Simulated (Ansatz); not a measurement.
# Molecular dynamics of HS, charge -1

Input:

```yaml
crystal:
  periodic: [false, false, false]
  atoms:
    - { symbol: S, position_ang: [0.575085, -0.187987, 0.295726] }
    - { symbol: H, position_ang: [-0.575085, 0.187987, -0.295726] }
total_charge: -1
magnetization:
  spin_polarized: true
basis:
  gaussian: { orbitals: def2-TZVP }
hamiltonian:
  xc: r2scan
md:
  timestep: 0.5
  n_steps: 500
  ensemble: nve
  temperature: 3000.0
  initial_velocities: maxwell_boltzmann
  seed: 435182
```

Command:

```bash
$ ansatz run input.yaml --threads 1 --pin off --max-ram 2048MiB --backend cpu --events-out ev --progress --plain --runs-dir out
```

It starts from a relaxed structure.

Output, in part (step lines, the closing report, with atoms numbered from 0):

```
md step     0: t =     0.00 fs  T =  3000.0 K  F+E_penalty+E_count = -10851.77181998 eV  E_kin = 0.129260 eV  conserved = -10851.64255998 eV  (25 SCF iters)
md step     1: t =     0.50 fs  T =  2803.5 K  F+E_penalty+E_count = -10851.76340206 eV  E_kin = 0.120792 eV  conserved = -10851.64261036 eV  (30 SCF iters)
md step     2: t =     1.00 fs  T =  2244.7 K  F+E_penalty+E_count = -10851.73903981 eV  E_kin = 0.096716 eV  conserved = -10851.64232402 eV  (30 SCF iters)
md step     3: t =     1.50 fs  T =  1446.5 K  F+E_penalty+E_count = -10851.70402485 eV  E_kin = 0.062324 eV  conserved = -10851.64170128 eV  (30 SCF iters)
md step     4: t =     2.00 fs  T =   642.0 K  F+E_penalty+E_count = -10851.66859671 eV  E_kin = 0.027663 eV  conserved = -10851.64093344 eV  (30 SCF iters)
md step     5: t =     2.50 fs  T =   105.0 K  F+E_penalty+E_count = -10851.64488278 eV  E_kin = 0.004523 eV  conserved = -10851.64036027 eV  (30 SCF iters)
md step     6: t =     3.00 fs  T =    34.3 K  F+E_penalty+E_count = -10851.64176045 eV  E_kin = 0.001479 eV  conserved = -10851.64028165 eV  (20 SCF iters)
md step     7: t =     3.50 fs  T =   457.2 K  F+E_penalty+E_count = -10851.66043898 eV  E_kin = 0.019698 eV  conserved = -10851.64074121 eV  (30 SCF iters)
[... lines left out ...]
md step   497: t =   248.50 fs  T =  2959.1 K  F+E_penalty+E_count = -10851.77011553 eV  E_kin = 0.127497 eV  conserved = -10851.64261883 eV  (26 SCF iters)
md step   498: t =   249.00 fs  T =  2948.2 K  F+E_penalty+E_count = -10851.76945280 eV  E_kin = 0.127026 eV  conserved = -10851.64242659 eV  (30 SCF iters)
md step   499: t =   249.50 fs  T =  2607.7 K  F+E_penalty+E_count = -10851.75443514 eV  E_kin = 0.112358 eV  conserved = -10851.64207760 eV  (30 SCF iters)
md step   500: t =   250.00 fs  T =  2048.1 K  F+E_penalty+E_count = -10851.72993371 eV  E_kin = 0.088245 eV  conserved = -10851.64168859 eV  (28 SCF iters)
Total energy: -10851.72994020 eV, -398.7937197356 hartree
Atom 0 at     0.576675    -0.188507     0.296544 Å, force    -1.109905     0.362812    -0.570746 eV/Å
Atom 1 at    -0.625660     0.204519    -0.321733 Å, force     1.109905    -0.362812     0.570746 eV/Å
Dipole moment:    -0.116822     0.038187    -0.060073 e Å
```

The steps, from the saved trajectory:

```tsv
time (fs)	T (K)	potential energy less start (eV)	conserved less start (meV/atom)
0.0	3000	0.000	0.00
8.0	694	0.101	0.77
16.0	154	0.125	1.07
24.0	1644	0.060	0.55
32.0	2608	0.017	0.24
40.0	1247	0.077	0.52
48.0	81	0.128	0.89
56.0	2490	0.022	0.04
64.0	2999	0.000	-0.01
72.0	663	0.102	0.78
80.0	178	0.124	1.06
88.0	1683	0.058	0.54
96.0	2580	0.019	0.25
104.0	1198	0.079	0.54
112.0	93	0.127	0.89
120.0	2525	0.021	0.03
128.0	2997	0.000	-0.01
136.0	633	0.104	0.78
144.0	203	0.123	1.05
152.0	1722	0.056	0.53
160.0	2551	0.020	0.26
168.0	1149	0.081	0.56
176.0	106	0.126	0.88
184.0	2559	0.019	0.02
192.0	2993	0.000	-0.01
200.0	603	0.105	0.79
208.0	230	0.121	1.03
216.0	1760	0.054	0.52
224.0	2521	0.021	0.28
232.0	1100	0.083	0.59
240.0	120	0.126	0.88
248.0	2592	0.018	0.02
```

The run went to its last step. The conserved energy stayed within 1.2 meV per atom of its start (net change 0.44 meV per atom), so the integration is sound. The temperature averaged 0.50 of the 3000 K drawn at the start: a run that starts near a minimum puts about half its kinetic energy into the potential. A run of 0.25 ps of so small a system gives no equilibrium averages. Limits of this set-up: an anion without diffuse functions, the dipole of an ion depends on the origin.

The same pairs are bonded in the first frame and the last. Pairs count as bonded within 1.25 times the sum of covalent radii (0.12 Å more for H–H).

Last frame:

```xyz
2
Properties=species:S:1:pos:R:3
S 0.577 -0.189 0.296
H -0.626 0.204 -0.322
```

Time of the run: 7.6 min on 1 thread of Arm Neoverse V2, on a shared host, peak memory 0.092 GiB.
